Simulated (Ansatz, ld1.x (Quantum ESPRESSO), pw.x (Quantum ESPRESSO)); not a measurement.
## What a changed setting does to a pw.x run (fcc N)

Potential: norm-conserving Troullier–Martins (Kleinman–Bylander form), ld1.x (Quantum ESPRESSO) 7.5, LDA (PW92); core [He], reference 2s1.5 2p3.5; waves: 2s (bound): rc 1.00 bohr; 2p (bound): rc 1.25 bohr; 3d channel at 0.5 Ry: rc 1.20 bohr; local part: the d channel; core correction: Bessel-smoothed model core inside 1.05 bohr.

The reference run (k-mesh 18³, cutoffs 170/680 Ry, Fermi–Dirac 0.01 Ry, mixing_beta 0.4, conv_thr 1e-9, no spin) gives -0.09 GPa at 7.069 Å³/atom, where all-electron LAPW gives -0.19 GPa. This run, with its own iteration cap, changes tot_charge to -2, a wrong or extreme entry chosen on purpose.

```
&control
  calculation='scf', prefix='x', pseudo_dir='./', outdir='./tmp', tstress=.true., disk_io='none'
/
&system
  ibrav=0, nat=1, ntyp=1, ecutwfc=170, ecutrho=680, nbnd=9,
  occupations='smearing', smearing='fd', degauss=0.01, tot_charge=-2
/
&electrons
  conv_thr=1e-09, mixing_beta=0.4, electron_maxstep=70
/
ATOMIC_SPECIES
N 1.0 N.UPF
CELL_PARAMETERS angstrom
  0.00000000 1.52326687 1.52326687
  1.52326687 0.00000000 1.52326687
  1.52326687 1.52326687 0.00000000
ATOMIC_POSITIONS crystal
N 0.0000 0.0000 0.0000
K_POINTS automatic
18 18 18 0 0 0
```

```bash
pw.x < N.scf.in > N.scf.out
```

Problem. How does the run end?

Solution. It converges in 7 iterations; the free energy moves by +22.86 eV/atom and the pressure by +820.42 GPa. The cell is charged against a uniform background, so energy and pressure depend on the zero of the potential and are not those of the crystal.

```
Message from routine setup:
     using ibrav=0 with symmetry is DISCOURAGED, use correct ibrav instead
     lattice parameter (alat)  =       4.0709  a.u.
     unit-cell volume          =      47.7040 (a.u.)^3
     number of electrons       =         7.00
     number of Kohn-Sham states=            9
     kinetic-energy cutoff     =     170.0000  Ry
     charge density cutoff     =     680.0000  Ry
     scf convergence threshold =      1.0E-09
     Exchange-correlation= PW
     number of k points=   195  Fermi-Dirac smearing, width (Ry)=  0.0100
     iteration #  1     ecut=   170.00 Ry     beta= 0.40
     total energy              =     -17.94156045 Ry
     estimated scf accuracy    <       0.06778716 Ry
     iteration #  2     ecut=   170.00 Ry     beta= 0.40
     total energy              =     -17.94394623 Ry
     estimated scf accuracy    <       0.00624182 Ry
     iteration #  3     ecut=   170.00 Ry     beta= 0.40
     total energy              =     -17.94514926 Ry
     estimated scf accuracy    <       0.00004211 Ry
     iteration #  4     ecut=   170.00 Ry     beta= 0.40
     total energy              =     -17.94515166 Ry
     estimated scf accuracy    <       0.00000260 Ry
     iteration #  5     ecut=   170.00 Ry     beta= 0.40
     total energy              =     -17.94515187 Ry
     estimated scf accuracy    <       0.00000005 Ry
     iteration #  6     ecut=   170.00 Ry     beta= 0.40
     total energy              =     -17.94515187 Ry
     estimated scf accuracy    <          1.4E-09 Ry
     iteration #  7     ecut=   170.00 Ry     beta= 0.40
     the Fermi energy is    13.8559 ev
!    total energy              =     -17.94515187 Ry
     estimated scf accuracy    <          8.1E-11 Ry
     smearing contrib. (-TS)   =      -0.00272746 Ry
     The total energy is F=E-TS. E is the sum of the following terms:
     one-electron contribution =       6.42337768 Ry
     hartree contribution      =       2.71985641 Ry
     xc contribution           =      -7.17610940 Ry
     ewald contribution        =     -19.90954911 Ry
     convergence has been achieved in   7 iterations
          total   stress  (Ry/bohr**3)                   (kbar)     P=     8203.27
     Message from routine punch:
     Nothing written, as per user request (disk_io='none')
```

The run took about 38 s on one core of a shared host (Neoverse-V1, 32 threads, 247 GiB, load 15).
